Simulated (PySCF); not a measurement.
Worked example: building the atomization energy of SO, triplet

Measured: the G2/97 heats of formation, with zero-point and thermal terms from B3LYP taken off, give an electronic atomization energy of 125.1 kcal/mol (Curtiss et al., J. Chem. Phys. 106, 1063 (1997); Staroverov et al., J. Chem. Phys. 119, 12129 (2003)). The calculation below tries to reproduce it.

Geometry (MP2(full)/6-31G*, from the G2/97 set):

```xyz
2

O     0.0000    0.0000    0.0000
S     0.0000    0.0000    1.5240
```

Atomization energies (atoms less molecule, kcal/mol) from PySCF 2.14.0, frozen cores, unrestricted molecule, unrestricted atoms, sets cc-pV(D+d)Z, cc-pV(T+d)Z, cc-pV(Q+d)Z:

```json
{"level": "HF", "DZ": "40.20", "TZ": "50.96", "QZ": "52.09"}
{"level": "CCSD(T)", "DZ": "100.44", "TZ": "116.35", "QZ": "120.94"}
{"level": "CCSDT", "DZ": "100.57", "TZ": "–", "QZ": "–"}
```

Task: Extrapolate Hartree–Fock with exp(−5.46 √X) and the CCSD(T) correlation part with X⁻³ (X = 3, 4), add each higher step from the largest set that has it, and compare with the measured value.

Result: Hartree–Fock: 52.09 + (52.09 − 50.96) × 0.301 = 52.43.
Correlation: TZ 65.39, QZ 68.85; (64 × 68.85 − 27 × 65.39) / 37 = 71.37.
Full triples (DZ): 100.57 − 100.44 = 0.13.
Sum: 123.9 kcal/mol, 1.2 below the measured 125.1.

Quadruple excitations are missing here, and can be worth a kcal/mol or so. The steps beyond CCSD(T) add 0.13 kcal/mol, while going from QZ to the limit adds 2.86. Core correlation, scalar relativity, spin–orbit terms and the relaxation from this MP2 geometry are missing from the sum, and the measured value has its own uncertainty.
